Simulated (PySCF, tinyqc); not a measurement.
Ways to converge the cycle: SCF convergence aids in the sto-6g basis, for LiH, spin multiplicity 1. Computed by the program tinyqc with PySCF. Command: `OMP_NUM_THREADS=1 python tinyqc.py 111199 111200 out.jsonl`; one thread of a shared host (Intel(R) Xeon(R) Processor @ 2.60GHz), about 0.5 s.

Geometry (angstrom):
```
atom       x       y       z
Li    0.0000  0.0000  0.0000
H     0.0000  0.0000  2.1920
```

lowest restricted solution found by these runs and by PySCF = -7.898255 hartree

RHF with one setting changed at a time; a run stops when the energy changes by less than 1e-09 hartree and the error matrix is below 1e-5. The start is the Wolfsberg-Helmholz matrix. Damping d keeps d of the old density; a shift (hartree) raises the virtual levels; DIIS n extrapolates F over n matrices.

Largest element of the error matrix X^T (FDS - SDF) X:
```
iteration    plain  damping 0.3  damping 0.6  shift 0.4   DIIS 3   DIIS 8
1          5.5e-02      5.5e-02      5.5e-02    5.5e-02  5.5e-02  5.5e-02
2          2.5e-02      2.9e-02      3.6e-02    3.3e-02  2.5e-02  2.5e-02
3          1.5e-02      2.1e-02      2.9e-02    2.8e-02  1.2e-02  1.2e-02
4          8.9e-03      1.5e-02      2.4e-02    2.3e-02  2.0e-03  2.0e-03
5          5.1e-03      1.1e-02      2.0e-02    2.0e-02  3.4e-04  5.9e-04
6          2.8e-03      7.8e-03      1.7e-02    1.6e-02  2.5e-05  2.1e-04
8          8.7e-04      3.8e-03      1.2e-02    1.1e-02        -  1.6e-07
10         2.6e-04      1.8e-03      8.4e-03    7.5e-03        -        -
14         2.3e-05      4.0e-04      4.0e-03    3.2e-03        -        -
20               -      4.1e-05      1.2e-03    8.6e-04        -        -
30               -            -      1.7e-04    9.3e-05        -        -
45               -            -      8.4e-06          -        -        -
```

How each run ends:
```
run          iterations  E (hartree)         state
plain                16    -7.898255  lowest found
damping 0.3          25    -7.898255  lowest found
damping 0.6          45    -7.898255  lowest found
shift 0.4            41    -7.898255  lowest found
DIIS 3                7    -7.898255  lowest found
DIIS 8                8    -7.898255  lowest found
```

6 of 6 runs reach the lowest restricted solution found, in 7 to 45 iterations (fastest: DIIS 3). Plain steps already contract here, so damping only slows them. DIIS 3 and DIIS 8 gain by cancelling the error over several earlier matrices, much as a quasi-Newton step does. The restricted reference is unstable here: a spin-polarised solution lies 0.0041 hartree lower (PySCF), so results built on it describe a poor reference.
